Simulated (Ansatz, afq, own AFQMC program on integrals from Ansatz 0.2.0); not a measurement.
AFQMC on a folder of integrals that Ansatz 0.2.0 wrote.

```yaml
crystal:
  periodic: [false, false, false]
  atoms:
    - {symbol: Si, position_ang: [0.000000, -0.036792, 1.649022]}
    - {symbol: Ge, position_ang: [0.000000, -0.003695, -0.646339]}
    - {symbol: H, position_ang: [0.000000, 1.291472, 0.631435]}
basis:
  gaussian: {orbitals: cc-pVDZ}
magnetization: {spin_polarized: true, initial_magnetization: 1}
correlation: {method: ccsd_t, electrons: outside_noble_gas, hamiltonian_folder: ham}
```

```sh
$ ansatz run in.yaml --threads 1 --pin off --events-out ev --progress --plain --max-ram 16896MiB --backend cuda --devices 0, --max-vram 18GiB
```

Options of the walk:

```
--method phaseless --trial cisd --walkers 4000 --populations 20 --least-time 60 --time-step 0.005 --steps-per-block 50 --equilibration-blocks 28 --max-blocks 4000 --target-error 0.00018 --factor-cut 1e-05 --start spin_pure --seed 7270 --release-times 0.24,0.51,0.99,1.62,2.4 --release-step 0.03 --release-every 3 --taylor-order 6
```

Times are imaginary, in 1/Eh. The walk had a cap of 122 s. With eight or more populations the least sampling time is a fifth of least-time, and the error comes from their spread. Filled inner d shells are frozen with the cores.

Log:

```
orbitals 31  electrons 5 4  factors 241 of 558
reference energy -2364.76842570 Eh
CCSD correlation -0.18261570 Eh in 12 cycles, weight of the determinant in the CISD state 0.8596
energy of the start -2364.950854 Eh
 block  time / (1/Eh)  mean weight  energy / Eh
     1     0.250  0.9999  -2364.948436
     2     0.500  1.0001  -2364.948885
     3     0.750  1.0000  -2364.950208
     4     1.000  1.0001  -2364.951747
     5     1.250  1.0001  -2364.953299
     8     2.000  1.0002  -2364.956440
    11     2.750  0.9999  -2364.957741
    14     3.500  0.9999  -2364.958707
    17     4.250  1.0000  -2364.960256
    20     5.000  1.0000  -2364.960358
    23     5.750  1.0000  -2364.959890
    26     6.500  0.9999  -2364.960330
    29     7.250  0.9999  -2364.961137
    32     8.000  0.9999  -2364.960978
    35     8.750  1.0000  -2364.960445
    38     9.500  1.0001  -2364.960563
    41    10.250  1.0000  -2364.960601
    44    11.000  1.0002  -2364.960349
    47    11.750  0.9997  -2364.960011
    50    12.500  0.9998  -2364.962178
    53    13.250  0.9999  -2364.960164
    56    14.000  1.0001  -2364.960794
    59    14.750  1.0001  -2364.961143
    62    15.500  0.9998  -2364.960771
    65    16.250  0.9999  -2364.960650
    68    17.000  1.0001  -2364.960723
    71    17.750  1.0000  -2364.960083
    74    18.500  1.0000  -2364.959449
    76    19.000  1.0001  -2364.959241
    77    19.250  0.9999  -2364.959654
    78    19.500  0.9999  -2364.959826
error from the spread of 20 populations
released: time / (1/Eh)  energy / Eh  error  mean overlap
  0.24  -2364.960564  0.000135  0.9991
  0.51  -2364.960652  0.000116  1.0000
  0.99  -2364.960861  0.000116  0.9966
  1.62  -2364.961095  0.000109  0.9960
  2.40  -2364.961181  0.000106  0.9915
energy -2364.960404 +/- 0.000136 Eh
(rows thinned)
```

The run passed its tests (sampling time, drift between the halves within three errors, error under three times the target), which doesn't prove that it has relaxed.

Against this walk (error 3.7 meV) on the same determinant: CCSD(T) 34.5 meV higher, CCSDT(Q) 19.9 meV lower, CCSDTQ 20.9 meV lower. The error is statistical and leaves out the bias of the constraint. The released energies are still falling (meV from the phaseless value at times in 1/Eh: -4 ± 4 at 0.24, -7 ± 3 at 0.51, -12 ± 3 at 0.99, -19 ± 3 at 1.62, -21 ± 3 at 2.40), so they give no level; they do show a bias of the constraint, and the last of them that isn't too noisy lies 0 meV below CCSDTQ. CCSDTQ is the surest value here, so the walk's 21 meV above it is most likely the bias of the constraint with this trial, which can have either sign.

Cautions: constraint bias not in the error; no relativity below Rb; no spin-orbit coupling; inner d shell frozen.

The walk took 24 s on 1 × NVIDIA H100 80GB HBM3 with 2 threads of AMD EPYC 7R13 Processor (Zen 3), with other jobs on the host (the card was shared). The log's last line is the phaseless energy.

CCSDT and higher add their correlation energy to the determinant of the CCSD(T) run, since their own runs factorise the integrals more tightly (a shift of under 2 meV). A walk keeps the symmetry of its determinant, which the program's search chose and which needn't be the lowest solution, so a lower state of the same spin and another symmetry isn't excluded.
